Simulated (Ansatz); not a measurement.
NH₃ + `[AlH3]` → `[NH3+][AlH3-]` at 700 K and 1 bar (adduct formation).

Computed with Ansatz on PBE0-D4/def2-TZVP structures; ΔE is electronic, products minus reactants. CBS: MP2 limit from def2 TZ/QZ plus the TZ coupled-cluster correction, frozen cores. This one scheme is used for every species.

```tsv
species	CCSD(T)/CBS energy (Eh)	H − E (kJ/mol)	S (J/(mol·K))
NH₃	-56.50880	116.9	226.5
`[AlH3]`	-243.78045	80.2	251.4
`[NH3+][AlH3-]`	-300.33672	210.8	353.8
```

H − E and S are ideal-gas, rigid-rotor, harmonic terms from PBE0-D4/def2-TZVP. 1 Eh = 2625.50 kJ/mol, R = 8.31446 J/(mol·K).

By hand: ΔE, ΔH, ΔS and ΔG.

ΔE = (-300.33672) − (-56.50880) − (-243.78045) = -0.04747 Eh = -124.6 kJ/mol. Δ(H − E) = 210.8 − 116.9 − 80.2 = 13.7, so ΔH = -110.9 kJ/mol. ΔS = 353.8 − 226.5 − 251.4 = -124.1 J/(mol·K). ΔG = -110.9 − 700 × (-124.1)/1000 = -24.0 kJ/mol.

By hand: the equilibrium constant, and the temperature at which ΔG would vanish if ΔH and ΔS stayed fixed.

log₁₀ K = −ΔG/(RT ln 10) = 1.8. ΔG = 0 at ΔH/ΔS = 894 K.

The number of gas molecules changes by -1, which sets the sign of ΔS. A doubt of 5 kJ/mol in ΔE shifts log₁₀ K by 0.4 here. These are equilibria of isolated gas molecules and say nothing of rates. Largest T1 diagnostic: 0.008 (customary marks: 0.02 for closed shells, 0.045 for open ones).
